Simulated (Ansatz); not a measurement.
We consider hcp Zr, described by LDA in Ansatz (plane waves, PAW).

Numerical settings: plane-wave cutoff 520 eV, 16×16×10 k mesh (along the axes of the cell as run), Fermi–Dirac smearing 0.1 eV, perturbation theory, force constants from a 4×4×2 q mesh, scalar-relativistic PAW data made under PBE.

Estimate the zero-point energy that the calculation returns.


- zero-point energy: 0.023 eV/atom

Ansatz is an electronic-structure program.
